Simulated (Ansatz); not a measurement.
# C3H6FNS: the cost of one run

Program: Ansatz 0.2.0. Level of theory: RKS r2SCAN-D4/def2-SVP. These are calculated values, not measurements.

## Step 1: The system as given

Bond lengths: C1–C2 1.537 Å, C2–F3 1.359 Å, C2–C4 1.473 Å, C4–N5 1.416 Å, C4–S6 1.702 Å, C1–H7 1.054 Å, C1–H8 1.065 Å, C1–H9 1.170 Å, C2–H10 1.112 Å, N5–H11 1.003 Å, N5–H12 1.001 Å. Angles (14 of 18 angles, heavy atoms first): C1–C2–F3 105.4°, C1–C2–C4 115.7°, F3–C2–C4 108.0°, C2–C4–N5 117.1°, C2–C4–S6 125.1°, N5–C4–S6 117.1°, C1–C2–H10 109.1°, F3–C2–H10 108.6°, C4–C2–H10 109.8°, C2–C1–H7 111.6°, C2–C1–H8 108.3°, C2–C1–H9 108.0°, C4–N5–H11 119.0°, C4–N5–H12 116.0°.

Coordinates:

```xyz
12

C     0.2489   -0.8264    1.2920
C     0.7523    0.1945    0.2588
F     1.5415   -0.5128   -0.5922
C    -0.2910    0.8633   -0.5377
N    -0.8742    0.1196   -1.5921
S    -1.0078    2.3586   -0.1528
H     1.0456   -1.2636    1.8263
H    -0.3358   -1.5573    0.7831
H    -0.4487   -0.2653    2.0446
H     1.3791    0.9551    0.7739
H    -1.5808    0.5508   -2.1576
H    -0.3520   -0.6716   -1.9124
```

## Step 2: End point A

input.yaml

```yaml
crystal:
  periodic: [false, false, false]
  atoms:
    - { symbol: C, position_ang: [0.2489, -0.8264, 1.292] }
    - { symbol: C, position_ang: [0.7523, 0.1945, 0.2588] }
    - { symbol: F, position_ang: [1.5415, -0.5128, -0.5922] }
    - { symbol: C, position_ang: [-0.291, 0.8633, -0.5377] }
    - { symbol: "N", position_ang: [-0.8742, 0.1196, -1.5921] }
    - { symbol: S, position_ang: [-1.0078, 2.3586, -0.1528] }
    - { symbol: H, position_ang: [1.0456, -1.2636, 1.8263] }
    - { symbol: H, position_ang: [-0.3358, -1.5573, 0.7831] }
    - { symbol: H, position_ang: [-0.4487, -0.2653, 2.0446] }
    - { symbol: H, position_ang: [1.3791, 0.9551, 0.7739] }
    - { symbol: H, position_ang: [-1.5808, 0.5508, -2.1576] }
    - { symbol: H, position_ang: [-0.352, -0.6716, -1.9124] }
basis:
  gaussian: { orbitals: def2-SVP }
hamiltonian:
  xc: r2scan
  dispersion: d4
relax:
  f_tol: 0.015
  max_steps: 40
```

On the command line:

```
ansatz run input.yaml --threads 2 --pin off --max-ram 3072MiB --backend cpu --events-out ev --progress --plain --runs-dir out
```

What time and memory should one allow on 2 threads of AMD EPYC 7R43 (Zen 3), shared host?

About 47 s, with a peak of 0.19 GiB.
